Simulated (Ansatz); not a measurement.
Process, species as SMILES: N#C (CH-N) → C atom + H atom + N atom
B3LYP-D3(BJ)/def2-TZVP geometries, fixed; electronic energies without zero-point terms.

Basis-set convergence of the atomisation energy at CCSD(T) with Ansatz (a program for electronic structure). Cartesian d functions, on some or all atoms, in 6-31G*, 6-31+G*; all else is spherical. Cores are frozen. Open shells are unrestricted. No added dispersion term, no relativity. Functions are those of the species that has most. Reference: Hartree-Fock in aug-cc-pVQZ plus the correlation part extrapolated as X^-3 from aug-cc-pVTZ and aug-cc-pVQZ, 311.48 kcal/mol, itself unsure by roughly 1.39 kcal/mol (a third of the extrapolation step and of the last Hartree-Fock step). Deviations are taken from unrounded values.

| basis | functions | atomisation energy (kcal/mol) |
|---|---|---|
| 6-31G* | 32 | 283.77 |
| 6-31+G* | 40 | 283.22 |
| cc-pVDZ | 33 | 281.97 |
| aug-cc-pVDZ | 55 | 283.31 |
| def2-SVP | 33 | 294.21 |
| def2-SVPD | 48 | 295.00 |
| pcseg-1 | 33 | 288.80 |
| aug-pcseg-1 | 55 | 290.79 |
| 6-311G** | 42 | 289.82 |
| 6-311+G** | 50 | 289.86 |
| def2-TZVP | 68 | 300.13 |
| def2-TZVPD | 83 | 300.49 |
| cc-pVTZ | 74 | 300.90 |
| aug-cc-pVTZ | 115 | 302.57 |
| pcseg-2 | 74 | 303.11 |
| aug-pcseg-2 | 115 | 303.72 |
| def2-TZVPP | 76 | 301.56 |
| def2-TZVPPD | 91 | 301.86 |
| cc-pVQZ | 140 | 307.33 |
| aug-cc-pVQZ | 206 | 308.03 |
| def2-QZVPP | 144 | 307.33 |
| def2-QZVPPD | 159 | 307.38 |
| pcseg-3 | 153 | 308.39 |
| aug-pcseg-3 | 219 | 308.64 |

What the diffuse functions change, pair by pair:
- 6-31G* to 6-31+G*: 8 more functions, deviation -27.72 to -28.27 kcal/mol
- cc-pVDZ to aug-cc-pVDZ: 22 more functions, deviation -29.51 to -28.18 kcal/mol
- def2-SVP to def2-SVPD: 15 more functions, deviation -17.28 to -16.48 kcal/mol
- pcseg-1 to aug-pcseg-1: 22 more functions, deviation -22.69 to -20.70 kcal/mol
- 6-311G** to 6-311+G**: 8 more functions, deviation -21.67 to -21.63 kcal/mol
- def2-TZVP to def2-TZVPD: 15 more functions, deviation -11.35 to -11.00 kcal/mol
- cc-pVTZ to aug-cc-pVTZ: 41 more functions, deviation -10.58 to -8.91 kcal/mol
- pcseg-2 to aug-pcseg-2: 41 more functions, deviation -8.37 to -7.76 kcal/mol
- def2-TZVPP to def2-TZVPPD: 15 more functions, deviation -9.92 to -9.62 kcal/mol
- cc-pVQZ to aug-cc-pVQZ: 66 more functions, deviation -4.15 to -3.45 kcal/mol
- def2-QZVPP to def2-QZVPPD: 15 more functions, deviation -4.16 to -4.11 kcal/mol
- pcseg-3 to aug-pcseg-3: 66 more functions, deviation -3.10 to -2.84 kcal/mol

Leaving out the reference's own pair, they bring the value nearer the reference by more than 1.39 kcal/mol in 2 of 11 pairs.
